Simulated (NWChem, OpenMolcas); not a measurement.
## C2F3N (cyanotrifluoromethane): the dipole moment, rung by rung

The species is C2F3N (6 atoms), meant as a singlet with charge 0. SMILES: `N#CC(F)(F)F`. Geometry: relaxed at PBE0-D4/def2-TZVP.

Quantity: the dipole moment, in D. The values are calculated.

**The experiment to reproduce.** NIST CCCBDB; in doubt, as an older value, an estimate or one at odds with other calculations gives the dipole moment of the gas as 1.33 D.

```csv
level,kind,program,value (D),computed − measured
HF/cc-pVDZ,Hartree–Fock,NWChem,1.21,-0.12
SVWN5/cc-pVDZ,LDA,OpenMolcas,1.41,+0.08
BLYP/cc-pVDZ,GGA,OpenMolcas,1.40,+0.07
PBE/cc-pVDZ,GGA,NWChem,1.44,+0.11
M06-L/cc-pVDZ,meta-GGA,OpenMolcas,1.42,+0.09
PBE0/cc-pVDZ,global hybrid,OpenMolcas,1.33,0.00
```

Nearest: PBE0/cc-pVDZ (0.00 D); farthest: HF/cc-pVDZ (-0.12 D). The measured dipole is a vibrational average, so differences of a few hundredths of a debye mean little. Computed less measured by kind, in D (of the ab initio rows, those in cc-pVDZ): Hartree–Fock -0.12; LDA +0.08; GGA +0.07 to +0.11; meta-GGA +0.09; global hybrid +0.00. Magnitudes only.
